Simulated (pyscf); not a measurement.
H₂N–SiH₂–Cl (SMILES N[SiH2]Cl) + HF (SMILES F) → H₂N–SiH(F)–Cl (SMILES N[SiH](F)Cl) + H₂ (SMILES [H][H]) (four-centre exchange; singlet surface; H–Si, F–H broken, F–Si, H–H formed). Single points on ωB97X-D3(BJ)/def2-SVP structures (PySCF, gas phase). Energies in eV from the separated reactants.

| level | barrier | reaction energy |
|---|---|---|
| ωB97X-D3(BJ)/def2-TZVP | 0.98 | -1.39 |
| PBE/def2-TZVP | ? | -1.32 |
| r²SCAN/def2-TZVP | 0.76 | -1.47 |
| B3LYP-D3(BJ)/def2-TZVP | 0.96 | -1.40 |
| PBE0-D3(BJ)/def2-TZVP | ? | ? |
| M06-2X/def2-TZVP | 1.01 | -1.47 |

**Question.** Fill in the missing entries.

**Answer.** 
- PBE/def2-TZVP, barrier: 0.74
- PBE0-D3(BJ)/def2-TZVP, barrier: 0.88
- PBE0-D3(BJ)/def2-TZVP, reaction energy: -1.30

The functionals in the table span 0.27 eV in this barrier, from PBE to M06-2X. This is the saddle that the search found; another between the same sides may lie lower.
